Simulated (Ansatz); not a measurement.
Zinc-blende HgS (metastable phase) was calculated with HSE06 in Ansatz (plane waves, PAW).

The input as run:

Ansatz 0.2 input:
```yaml
crystal:
  lattice:
    - [0.0, 2.961360123, 2.961360123]
    - [2.961360123, 0.0, 2.961360123]
    - [2.961360123, 2.961360123, 0.0]
  atoms:
    - { symbol: Hg, position: [0.0, 0.0, 0.0] }
    - { symbol: S, position: [0.25, 0.25, 0.25] }
basis:
  ecutwfc: 460
  ecutrho_ratio: 4
  xc_grid: 2
kpoints:
  mp_grid: { grid: [8, 8, 8] }
hamiltonian:
  xc: hse06
  dispersion: none
  pseudopotentials: { kind: paw }
scf:
  occupations: { method: fermi_dirac, width: 0.01 }
  convergence: { dr2_threshold: 0.0000000002 }
output:
  forces: true
  stress: true
  eigenvalues: true
```

Excerpt of the program's output:

```
WARN output.stress: scf.exx.energy_threshold = 1e-6 eV is looser than the 2e-8 eV advised for a stress under a hybrid functional (1e-8 eV for each atom of the …
Crystal: 2 atoms, lattice volume = 51.940 Å³
Basis set: ecut = 460 eV, 1211 PW (Γ), exchange–correlation on 60×60×60 points (8 copies of the dense FFT grid, shifted against one another)
Bands: 17, of which v1, the nominal top of the filled ones, is band 13 counted from 1 (12 counted from 0)
Symmetry: 24 space group operations
Space group: F-43m (ITA 216), of the structure as read, at distance tolerance 3.7e-5 Å
k-points: 29 of 512 (time reversal used)
SCF iter   1: F=—  HF=-14715.800413 eV  |F-HF|=—  |Δ(HF+E_count)|=         —  Δρ=2.50e-3  dr2=2.50e-3
SCF iter   2: F=—  HF=-14715.799799 eV  |F-HF|=—  |Δ(HF+E_count)|=   6.14e-4  Δρ=4.92e-4  dr2=6.87e-5
  ...
SCF 1 converged in 7 iterations: F = -14715.799843 eV  dr2 = 4.94e-11
Crystal: 2 atoms, lattice volume = 51.940 Å³
Initial density: handed on by an earlier stage of this run
Crystal: 2 atoms, lattice volume = 51.940 Å³
SCF iter   4: F=—  HF=-14719.694129 eV  |F-HF|=—  |Δ(HF+E_count)|=   2.34e-9  Δρ=1.02e-6  dr2=4.02e-10
SCF iter   5: F=-14719.694129 eV  HF=-14719.694129 eV  |F-HF|=7.28e-12  |Δ(HF+E_count)|=  1.00e-10  Δρ=1.17e-7  dr2=1.09e-10
SCF 3 converged in 5 iterations: F = -14719.694129 eV  dr2 = 1.09e-10
Free energy (F): -14719.694130 eV
Internal energy: -14719.694130 eV  (E = F + TS)
E sigma→0 (E₀):  -14719.694130 eV
Fermi energy:    7.362440 eV
--- Stress (GPa, compression-positive) ---
       -0.004707       0.000000      -0.000000
        0.000000      -0.004707       0.000000
       -0.000000       0.000000      -0.004707
  P = ⅓ Tr σ = -0.0047 GPa (-0.047 kbar)
```

The PAW data were made under PBE.

Cost on a shared machine: about 2.1 core-minutes (a rough figure).

Ansatz is a quantum-chemistry and plane-wave program.
